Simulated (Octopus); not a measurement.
**HF (hydrogen fluoride): revPBE (scalar, in the pseudopotentials, sg15 potentials, pseudopotentials sg15, grid spacing 0.15 angstrom)**

Aim: the energy change on altering one bond length of HF (hydrogen fluoride) at revPBE (scalar, in the pseudopotentials, sg15 potentials, pseudopotentials sg15, grid spacing 0.15 angstrom), from 2 runs. 

The calculation is run with Octopus 16.4.

15 further runs of the same task are left out: 12 that didn't finish, 3 set aside as unsound or not needed.

**1. The system as given**

HF has 2 atoms, charge 0, and is taken as a singlet. As SMILES, `F`. Geometry: relaxed at PBE0-D4/def2-TZVP.

Bond lengths: F1–H2 0.920 Å.

**2. Energy and gradient at revPBE (scalar, in the pseudopotentials, sg15 potentials, pseudopotentials sg15, grid spacing 0.15 angstrom)**

File geometry.xyz:

```xyz
2

F     -0.390000     0.144600    -0.196400
H      0.390000    -0.144600     0.196400
```

Command:

```bash
$ OMP_NUM_THREADS=1 octopus > gs.log
```

Log:

```text
Version                : 16.4
[... 105 lines left out ...]
** Warning:
[... 25 lines left out ...]
Converged eigenvectors: 0
#  State  Eigenvalue [eV]  Occupation    Error
[... 8 lines left out ...]
Converged eigenvectors: 0
#  State  Eigenvalue [eV]  Occupation    Error
[... 66 lines left out ...]
Converged eigenvectors: 0
#  State  Eigenvalue [eV]  Occupation    Error
[... 8 lines left out ...]
Converged eigenvectors: 0
#  State  Eigenvalue [eV]  Occupation    Error
[... 5 lines left out ...]
Info: SCF converged in   23 iterations
[... 1 line left out ...]
**   Some of the states are not fully converged!
[... 1 line left out ...]
Octopus emitted 4 warnings.
```

Run time: 13 s. Hardware: 1 thread of Arm Neoverse V1, shared host; peak memory 0.14 GiB.

**3. The distorted shape, same level**

File geometry.xyz:

```xyz
2

F     -0.448519     0.166297    -0.225870
H      0.448519    -0.166297     0.225870
```

Command:

```bash
$ OMP_NUM_THREADS=1 octopus > gs.log
```

Log:

```text
Version                : 16.4
[... 59 lines left out ...]
** Warning:
[... 66 lines left out ...]
Converged eigenvectors: 0
#  State  Eigenvalue [eV]  Occupation    Error
[... 8 lines left out ...]
Converged eigenvectors: 0
#  State  Eigenvalue [eV]  Occupation    Error
[... 75 lines left out ...]
Converged eigenvectors: 0
#  State  Eigenvalue [eV]  Occupation    Error
[... 8 lines left out ...]
Converged eigenvectors: 0
#  State  Eigenvalue [eV]  Occupation    Error
[... 5 lines left out ...]
Info: SCF converged in   26 iterations
[... 1 line left out ...]
**   Some of the states are not fully converged!
[... 1 line left out ...]
Octopus emitted 3 warnings.
```

Wall time 15 s (1 thread of Arm Neoverse V1, shared host); peak memory 0.15 GiB.

**4. Outcome**

At revPBE (scalar, in the pseudopotentials, sg15 potentials, pseudopotentials sg15, grid spacing 0.15 angstrom):

```
                                                         quantity         value
                                        first shape: total energy  -24.51936 Eh
                                       first shape: dipole moment        1.76 D
                                         first shape: HOMO energy      -9.57 eV
                            first shape: largest force on an atom    0.447 eV/Å
                                    distorted shape: total energy  -24.50654 Eh
                                   distorted shape: dipole moment        1.96 D
                                     distorted shape: HOMO energy      -9.26 eV
                        distorted shape: largest force on an atom    4.566 eV/Å
energy change with the F1–H2 bond stretched from 0.920 to 1.058 Å      0.349 eV
```

**Reading.** With the F1–H2 bond stretched from 0.920 to 1.058 Å the energy rises by 0.35 eV (8.0 kcal/mol). The first shape isn't relaxed at this level, so the change isn't measured from a minimum. The largest force (first shape) is 0.45 eV/Å: the shape isn't a stationary point for this species at this level.
